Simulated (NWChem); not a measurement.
# CHCl3 (chloroform): levels of theory compared

We compute a comparison of 6 runs (HF/3-21G, B3LYP/6-31G*, M06-2X/6-311+G**, PBE0/6-311+G**, CCSD(T)/6-311+G**) of CHCl3 (chloroform). 

Program for the calculation: NWChem 7.3.0.

38 further runs of the same task are left out: 1 that didn't finish, 37 set aside as unsound or not needed. Runs told in other sessions of the task aren't counted.

**1. The system as given**

The species is CHCl3 (5 atoms), meant as a singlet with charge 0. As SMILES, `ClC(Cl)Cl`. The C2–Cl4 distance was set to 3.166 Å, away from the relaxed value. At this shape a bond of the SMILES string is far longer than usual.

Bond lengths: Cl1–C2 1.759 Å, C2–Cl3 1.759 Å, C2–H5 1.085 Å. Angles: Cl1–C2–Cl3 111.2°, Cl1–C2–H5 107.7°, Cl3–C2–H5 107.7°.

**2. The energy at HF/3-21G (run 1)**

Contents of job.nw:

```
start job
title "CHCl3 energy"
memory stack 880 mb heap 220 mb global 1100 mb
geometry noautosym nocenter noautoz
   Cl     0.314615     0.668174     2.510890
   C      1.036195     0.361884     0.936200
   Cl     2.219955    -0.936486     1.022080
   Cl    -1.182490    -0.256800    -1.236530
   H      1.556095     1.263124     0.630020
end
basis spherical bse
   * library 3-21G
end
scf
   thresh 1e-08
   maxiter 80
end
task scf energy
```

On the command line:

```console
$ nwchem job.nw > job.out
```

The log of the run:

```text
[...]
  functions       =    50
[...]
  wavefunction    = RHF
[...]
         Total SCF energy =  -1409.929685364634
      One-electron energy =  -2382.484583406862
      Two-electron energy =    754.447420810208
 Nuclear repulsion energy =    218.107477232020
        Time for solution =      1.6s
[...]
```

It took 2.2 s on 1 thread of Intel Xeon 6975P-C (Granite Rapids), shared host; peak memory 0.1 GiB.

**3. A single-point energy at B3LYP/6-31G(d) (spherical functions) (run 2)**

Contents of run.py:

```python
from ase import Atoms
from ase.calculators.nwchem import NWChem

system = Atoms(['Cl', 'C', 'Cl', 'Cl', 'H'], positions=[
    [0.314615, 0.668174, 2.510890],
    [1.036195, 0.361884, 0.936200],
    [2.219955, -0.936486, 1.022080],
    [-1.182490, -0.256800, -1.236530],
    [1.556095, 1.263124, 0.630020],
])

calc = NWChem(
    label='chcl3',
    theory='dft',
    memory='2200 mb',
    basis='6-31G*',
    basispar='spherical bse',
    dft={'xc': 'b3lyp', 'mult': '1', 'grid': 'xfine', 'convergence': 'energy 1e-08', 'iterations': '100', 'mulliken': None},
    task='energy',
)
system.calc = calc

print("Total energy (eV):", round(system.get_potential_energy(), 6))
print("dipole (e A):", system.get_dipole_moment().round(4))
```

On the command line:

```console
$ export ASE_NWCHEM_COMMAND="nwchem PREFIX.nwi > PREFIX.nwo"
$ python run.py
```

The log of the run:

```text
Total energy (eV): -38617.175149
dipole (e A): [0.8218 0.2948 0.7342]
```

The calculator wrote chcl3.nwi:

```
title "chcl3"

permanent_dir chcl3

scratch_dir chcl3

start chcl3

geometry units angstrom nocenter noautosym noautoz
  Cl 3.1461499999999998e-01 6.6817400000000005e-01 2.5108899999999998e+00
  C  1.0361950000000000e+00 3.6188399999999998e-01 9.3620000000000003e-01
  Cl 2.2199550000000001e+00 -9.3648600000000004e-01 1.0220800000000001e+00
  Cl -1.1824900000000000e+00 -2.5679999999999997e-01 -1.2365299999999999e+00
  H  1.5560950000000000e+00 1.2631239999999999e+00 6.3002000000000002e-01
end

memory 2200 mb

basis spherical bse noprint
   * library 6-31G*
end

dft
  xc b3lyp
  mult 1
  grid xfine
  convergence energy 1e-08
  iterations 100
  mulliken
end

task dft energy
```

chcl3.nwo (excerpt; [...] marks lines left out):

```text
[...]
      One electron energy =    -2391.456096235484
[... 1 line left out ...]
    Exchange-Corr. energy =      -90.415550787942
[... 6 lines left out ...]
                       DFT Final Molecular Orbital Analysis
[... 525 lines left out ...]
    Atom       Charge   Shell Charges
[...]
```

Wall time 63 s (1 thread of Intel Xeon 6975P-C (Granite Rapids), shared host); peak memory 0.13 GiB.

**4. A single-point energy at B3LYP/6-31G(d) (Cartesian functions) (run 3)**

Contents of chcl3.xyz:

```xyz
5
CHCl3 B3LYP
Cl     0.314615     0.668174     2.510890
C      1.036195     0.361884     0.936200
Cl     2.219955    -0.936486     1.022080
Cl    -1.182490    -0.256800    -1.236530
H      1.556095     1.263124     0.630020
```

Contents of chcl3.nw:

```
start chcl3
title "CHCl3 B3LYP"
memory total 2200 mb
charge 0

geometry units angstroms noautosym nocenter noautoz
  load format xyz chcl3.xyz
end

basis
  * library 6-31G*
end

dft
  xc b3lyp
  grid xfine
  convergence energy 1e-08
  iterations 100
  mulliken
end

task dft
```

On the command line:

```console
$ nwchem chcl3.nw > chcl3.out
```

The log of the run:

```text
[...]
          Wavefunction type:  closed shell.
          No. of atoms     :     5
          No. of electrons :    58
[...]
          Charge           :     0
          Spin multiplicity:     1
[...]
          AO basis - number of functions:    74
[...]
              XC Information
              --------------
                         B3LYP Method XC Potential
                     Hartree-Fock (Exact) Exchange  0.200
                        Slater Exchange Functional  0.800 local
                    Becke 1988 Exchange Functional  0.720 non-local
              Lee-Yang-Parr Correlation Functional  0.810
                  VWN I RPA Correlation Functional  0.190 local
[...]
 d= 0,ls=0.0,diis     1  -1418.8425384160 -1.64D+03  9.13D-02  1.88D+00     1.5
[...]
 d= 0,ls=0.5,diis    51  -1419.1659788146 -8.90D-09  8.40D-07  9.17D-08    65.4
         Total DFT energy =    -1419.165978821282
      One electron energy =    -2391.271531123293
           Coulomb energy =      844.349818457969
    Exchange-Corr. energy =      -90.351743387979
 Nuclear repulsion energy =      218.107477232020
[...]
      Total Density - Mulliken Population Analysis
     ---------------------------------------------
    Atom       Charge   Shell Charges
 -----------   ------   -------------------------------------------------------
    1 Cl  17    16.86   2.00  1.99  5.97  1.49  3.57  0.50  1.35 -0.01
    2 C    6     6.23   1.99  0.74  1.79  0.76  0.92  0.03
    3 Cl  17    16.86   2.00  1.99  5.97  1.49  3.57  0.50  1.35 -0.01
    4 Cl  17    17.33   2.00  1.99  5.97  1.49  3.46  0.58  1.90 -0.06
    5 H    1     0.72   0.51  0.21
[...]
```

Run time: 67 s. Hardware: 1 thread of Intel Xeon 6975P-C (Granite Rapids), shared host; peak memory 0.13 GiB.

Runs 4 to 5 aren't shown in full; the table further down has their settings and results.

**5. The energy at CCSD(T)/6-311+G(d,p) (run 6)**

Contents of chcl3.nw:

```
start chcl3
memory total 2200 mb

geometry units angstrom noautosym nocenter noautoz
  Cl       0.314615       0.668174       2.510890
  C        1.036195       0.361884       0.936200
  Cl       2.219955      -0.936486       1.022080
  Cl      -1.182490      -0.256800      -1.236530
  H        1.556095       1.263124       0.630020
end

basis spherical bse
  Cl library 6-311+G**
  C library 6-311+G**
  H library 6-311+G**
end

scf
  thresh 1e-08
  maxiter 80
  noprint "final vectors analysis"
end

ccsd
  freeze core 16
  maxiter 60
end

task ccsd(t) energy
```

On the command line:

```console
$ nwchem chcl3.nw > chcl3.out
```

The log of the run:

```text
[...]
  functions       =   118
[...]
  wavefunction    = RHF
[...]
         Total SCF energy =  -1416.801667942010
      One-electron energy =  -2390.189275400574
      Two-electron energy =    755.280130226544
 Nuclear repulsion energy =    218.107477232020
        Time for solution =     27.0s
[...]
 Total MP2 energy:          -1417.391352614883090
[...]
             energy      energy      error      ampl     ampl      Block
                                                time     time      time
[...]
 Total CCSD energy:          -1417.435887542795854
[...]
 Total CCSD+T(CCSD) energy:          -1417.488790020897113
[...]
 Total CCSD(T) energy:               -1417.480739518413202
[...]
```

Run time: 7.4 min. Hardware: 1 thread of Intel Xeon 6975P-C (Granite Rapids), shared host; peak memory 0.46 GiB.

**6. Overview of the runs**

```csv
run,level,iteration cap,module,energy (Eh),dipole moment (D) of the reference,HOMO energy (eV),LUMO energy (eV),wall time
1,HF/3-21G,80,scf,-1409.929685,6.59,-9.82,-3.04,2.2 s
2,B3LYP/6-31G* (spherical functions),100,dft,-1419.155023,5.48,-7.44,-5.68,63 s
3,B3LYP/6-31G* (Cartesian functions),100,dft,-1419.165979,5.48,-7.44,-5.68,67 s
4,M06-2X/6-311+G**,100,dft,-1419.136747,5.91,-9.09,-5.15,26 s
5,PBE0/6-311+G**,100,dft,-1418.710329,5.75,-7.92,-5.78,20 s
6,CCSD(T)/6-311+G**,80,ccsd(t),-1417.480740,–,–,–,7.4 min
```

**7. Summary of results**

| quantity | value |
| --- | --- |
| run 6: total energy | -1417.48074 Eh |
| run 6: correlation energy (16 core orbitals frozen) | -679.1 mEh |
| run 6: (T) correction | -44.85 mEh |

In words: Over runs 1, 2, 3, 4, 5 the dipole moment (its size) runs from 5.48 D (B3LYP/6-31G*) to 6.59 D (HF/3-21G). The two ends differ in method and basis. Over runs 1, 2, 3, 4, 5 the HOMO–LUMO gap runs from 1.76 eV (B3LYP/6-31G*) to 6.78 eV (HF/3-21G). Totals of different functionals can't be ranked against each other. In all runs a closed-shell determinant meets a far-stretched bond; if it breaks into open shells, such a determinant describes it badly, and no broken-symmetry solution was shown. All runs together took 10 min, the longest 7.4 min.
